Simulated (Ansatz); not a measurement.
A made-up structure of CH₃S, doublet:

```
5
angstrom
C -0.1178 0.0471 0.0433
S 1.4261 -0.3485 -0.7533
H -0.2309 -0.6653 0.8690
H 2.4651 -1.2206 -0.8507
H -0.1103 1.0512 0.4690
```

It is relaxed with PBE-D4/def2-SVP and then PBE0-D4/def2-TZVP (Ansatz 0.2.0). Atoms count as bonded within 1.22 times the sum of their covalent radii (H–H: 0.88 Å). The end point is not checked to be a true minimum.

Problem. Does its bonding change? (A judgement: the text doesn't fix the answer.)

Solution. Computed: No: no bond forms or breaks.

Where it ends: The first stage lowers the energy by 1.82 eV in 7 steps. It ends as CH₃S ([CH2][SH]):
```
5
angstrom
C 0.2519 0.0374 0.2119
S 1.5708 -0.0321 -0.8700
H -0.0414 -0.8102 0.8099
H 1.9317 -1.3051 -0.6468
H -0.2808 0.9740 0.2724
```

Labels in which every atom is bracketed show which atoms are joined, not bond orders.

For scale, one of the runs: PBE0-D4/def2-TZVP relaxation, 86 basis functions, launched by `ansatz run in.yaml --threads 2 --pin off --events-out ev --progress --plain --max-ram 4352MiB`. The run took about 9 s on 2 CPU threads of an Arm Neoverse V2 (shared host).
